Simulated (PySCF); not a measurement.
Formaldehyde, `C=O`. Computed geometry: GFN2-xTB, gas phase.

```
atom  x, y, z in Å
C1     0.0032    0.0010   -0.0059
O2     1.1765   -0.2092   -0.0146
H3    -0.7484   -0.8062    0.0038
H4    -0.4210    1.0192   -0.0062
```

(1) What is the longest distance between nuclei?

(2) Work out the bond lengths C1=O2, C1–H3, C1–H4 in bohr.

(3) What is the repulsion energy of the bare nuclei, Σ ZA·ZB/RAB?

(4) Where is the centre of mass (commonest isotopes), and what is the radius of gyration?

(5) How far apart are these pairs, which share no bond: H3···H4?

(6) What are the angles H3–C1–H4, O2–C1–H4, O2–C1–H3?

Answers

(1) O2···H3 and O2···H4, 2.015 Å.

(2) For C1=O2 the difference vector is (1.1733, -0.2102, -0.0087) Å, of length 1.1920 Å. 1 bohr = 0.529177 Å. C1=O2 2.253; C1–H3 2.084; C1–H4 2.084 bohr.

(3) 31.55 Eh over 6 pairs, with full nuclear charges and distances in bohr; the largest single term is 21.31 Eh (C1 with O2).

(4) Mass 30.011 u; centre at (0.589, -0.104, -0.010) Å; Rg = √(Σ m r²/M) = 0.696 Å. As Ia + Ib + Ic = 2 Σ m r², the three principal moments sum to 29.1 u·Å².

(5) H3···H4 1.855 Å (2 bonds apart).

(6) From the scalar product of the two bond vectors; for H3–C1–H4 it is -0.5031 Å² over 1.1030 × 1.1030 Å², cos θ = -0.4135. H3–C1–H4 114.4°; O2–C1–H4 122.8°; O2–C1–H3 122.8°.

Stationary, but not proved a minimum.
